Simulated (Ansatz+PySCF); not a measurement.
The numbers below are computed, except where a source is named.
Several solutions for singlet CH4S

```yaml
atoms:
  - { symbol: C, position_ang: [0.0000, -0.0273, -1.1485] }
  - { symbol: S, position_ang: [0.0000, -0.0596, 0.6634] }
  - { symbol: H, position_ang: [0.0000, -1.0768, -1.4741] }
  - { symbol: H, position_ang: [-0.8999, 0.4586, -1.5509] }
  - { symbol: H, position_ang: [0.8999, 0.4586, -1.5509] }
  - { symbol: H, position_ang: [0.0000, 1.2772, 0.8519] }
```

Basis set: def2-SVP (spherical functions). Charge 0, multiplicity 1.

CASSCF(2,2) was run from several starts with Ansatz (development build ahead of 0.2.0) and PySCF 2.14.0. The starts are those of the Hartree–Fock orbitals from which the active space was taken at the frontier.

```
run  program                        start  converged  energy (hartree)  <S²>
  A   Ansatz      atomic start, no search        yes        -437.57524  0.00
  B   Ansatz  search for the lowest state        yes        -437.58197  0.00
  C   Ansatz      stability test followed        yes        -437.57524  0.00
  D    PySCF             program defaults        yes        -437.57524  0.00
```

**Question.** Which runs reached the lowest solution of this kind, and what is wrong with the others?

**Answer.** B reached the lowest solution found. Converged but too high: A by 0.18 eV, C by 0.18 eV, D by 0.18 eV. Convergence only shows a stationary point; in CASSCF the end hangs on which orbitals enter the active space. Caution: other starts end on other solutions of this active space.
